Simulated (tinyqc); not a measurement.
Worked calculation: extended Hueckel theory, for CH3. One step of it, computed by the program tinyqc.

Task: Mulliken analysis. P = C n C^T; charge = valence electrons (H 1, C 4) minus the sum of (P S)_ii on the atom; overlap population = 2 sum P_ij S_ij between two atoms.

coefficients, order 1C 2s, 1C 2px, 1C 2py, 1C 2pz, 2H 1s, 3H 1s, 4H 1s:
```
[[0.682143, 0.000000, -0.000008, 0.007378, 0.000000, -0.000168, 1.330945],
 [-0.000002, 0.000000, 0.522345, 0.000000, 0.000000, 1.170476, 0.000218],
 [0.000000, 0.522336, 0.000000, 0.000000, 1.170474, 0.000000, 0.000000],
 [0.000543, 0.000000, 0.000000, 0.999946, 0.000000, 0.000002, -0.015889],
 [0.199465, 0.000000, 0.508574, -0.002690, 0.000000, -0.988287, -0.753736],
 [0.199454, 0.440447, -0.254297, -0.002690, -0.855953, 0.494300, -0.753459],
 [0.199454, -0.440447, -0.254297, -0.002690, 0.855953, 0.494300, -0.753459]]
```

occupations: [2.000000, 2.000000, 2.000000, 1.000000, 0.000000, 0.000000, 0.000000]

overlap S, order 1C 2s, 1C 2px, 1C 2py, 1C 2pz, 2H 1s, 3H 1s, 4H 1s:
```
[[1.000000, 0.000000, 0.000000, 0.000000, 0.475578, 0.475553, 0.475553],
 [0.000000, 1.000000, 0.000000, 0.000000, 0.480887, -0.240426, -0.240426],
 [0.000000, 0.000000, 1.000000, 0.000000, 0.000000, 0.416452, -0.416452],
 [0.000000, 0.000000, 0.000000, 1.000000, -0.005152, -0.005152, -0.005152],
 [0.475578, 0.480887, 0.000000, -0.005152, 1.000000, 0.113572, 0.113572],
 [0.475553, -0.240426, 0.416452, -0.005152, 0.113572, 1.000000, 0.113558],
 [0.475553, -0.240426, -0.416452, -0.005152, 0.113572, 0.113558, 1.000000]]
```

Give: charges; Overlap populations.

Result:

charges: [-0.1767, 0.0589, 0.0589, 0.0589]

Overlap populations:
```
pair      value
2-1    0.769825
3-1    0.769800
3-2   -0.040678
4-1    0.769800
4-2   -0.040678
4-3   -0.040672
```
